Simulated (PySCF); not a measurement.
## Ionisation energy of Ar by level of theory

Ar [Ar] (1S) → Ar⁺ [Ne] 3s2 3p5 (2P), as a difference of total energies. Calculation: PySCF 2.14, in aug-cc-pwCVTZ (8s7p5d3f, 75 functions); the non-relativistic Hamiltonian (point nucleus). Correlated levels: valence and next inner shell: 1s2 frozen. The calculations carry no spin-orbit coupling.

```
                                method  ionisation energy (eV)  error (eV)
                                   UHF                  14.556      -1.263
    MP2 (valence and next inner shell)                  15.770      -0.049
SCS-MP2 (valence and next inner shell)                  15.661      -0.158
   CCSD (valence and next inner shell)                  15.564      -0.255
CCSD(T) (valence and next inner shell)                  15.624      -0.195
```

Reference: 15.819 eV (measured; NIST levels, between the centres of gravity of the two terms).

Errors of the correlated levels include the incompleteness of this basis and the frozen core.
